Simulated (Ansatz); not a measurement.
S3. Total charge 0; triplet. Geometry r2SCAN-D4/def2-TZVPD, that of the charge -1 doublet; atoms count from 1.

```
atom   x (Å)   y (Å)   z (Å)
  S1   1.682   0.194   0.344
  S2  -1.394  -0.704  -0.739
  S3  -0.288   0.510   0.395
```

At PBE0-D4/def2-TZVPD a singlet of charge 0 lies 0.77 eV below the triplet at the same geometry. The structure comes from a short search, and lower isomers may exist.

(1) Estimate the Mulliken populations from the PBE0/def2-TZVPD orbitals of Ansatz.

(2) Where does the spin sit?

(3) And the Mayer bond orders between bonded heavy atoms (over 0.3)?

Answers

(1) 
| atom | charge (e) | spin (α − β) |
| --- | --- | --- |
| S1 | -0.06 | 0.86 |
| S2 | -0.06 | 0.86 |
| S3 | 0.13 | 0.27 |
Mulliken values and Mayer orders depend strongly on the basis. With diffuse functions, as here, like atoms can get unlike values, and bond orders can come out too low or too high.

(2) Summed by element: S 2.00, of 2 unpaired in all. Largest on single atoms: S2 0.86, S1 0.86, S3 0.27.

(3) S1–S3 1.28 (2.00 Å); S2–S3 1.28 (2.00 Å).
